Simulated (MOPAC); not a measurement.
MOPAC input (PM6):

```
PM6 1SCF GEO-OK AUX(PRECISION=9) THREADS=1
C4H5N

H     0.02111205 1   -0.00143336 1    2.12185248 1
N     0.01112652 1   -0.00075541 1    1.11826362 1
C     0.00946073 1    1.12191629 1    0.33153769 1
C    -0.00287711 1   -1.12236327 1    0.33014438 1
C    -0.00584339 1    0.71143788 1   -0.97956154 1
C    -0.01365831 1   -0.71011385 1   -0.98044408 1
H     0.01917266 1    2.10750118 1    0.76352653 1
H    -0.00400481 1   -2.10853097 1    0.76090912 1
H    -0.01087228 1    1.35755136 1   -1.84125406 1
H    -0.02578477 1   -1.35506260 1   -1.84293812 1
```

Question: What heat of formation does the run end on, and which ionisation energy by Koopmans theorem?

Answer: 27.90 kcal/mol; 9.01 eV.
